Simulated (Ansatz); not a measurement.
C6H6 can be A, `C1=CC2C3C1C23`, or B, `C12C3C1C1C2C31`.

Program: Ansatz. Geometries: PBE0-D4/def2-TZVP. ΔE: electronic, gas phase. CCSD(T)/CBS adds triple-zeta CCSD(T) − MP2 to the extrapolated MP2 energy (def2 sets, frozen cores). Functionals use def2-TZVPP. B3LYP here is the variant with VWN-RPA as its local correlation; programs differ in this.

(1) Which isomer does CCSD(T)/CBS put lower? Give the gap. (An estimate is asked.)

(2) Give E(B) − E(A) in kJ/mol with HF/def2-TZVPP, ωB97M-V, PBE-D4, LDA (SPW92), B3LYP, CCSD/def2-TZVPP, B2PLYP. (Best estimate.)

(3) Does the order hold for the free energy at 298.15 K (harmonic terms from PBE0-D4)? (Best estimate.)

Largest T1 diagnostic: 0.010.

Answers

(1) The calculation gave: A, by 172.2 kJ/mol.

(2) The calculation gave: HF/def2-TZVPP 184.0, ωB97M-V 161.0, PBE-D4 160.4, LDA (SPW92) 152.0, B3LYP 179.2, CCSD/def2-TZVPP 168.8, B2PLYP 179.5. None reverses the order clearly.

(3) The calculation gave: Yes: G(B) − G(A) = +174.7 kJ/mol.

In def2-TZVPP, CCSD(T) changes the Hartree–Fock value by −13.0 kJ/mol (the triples alone add +2.3 kJ/mol) and MP2 by −10.4 kJ/mol. Leaving LDA and LC-ωPBE aside and taking each functional with its dispersion term where it has one, the values, not all of them listed here, spread over 29.7 kJ/mol, from ωB97X-V to BLYP-D4. LDA lies −7.5 kJ/mol from PBE without D4.
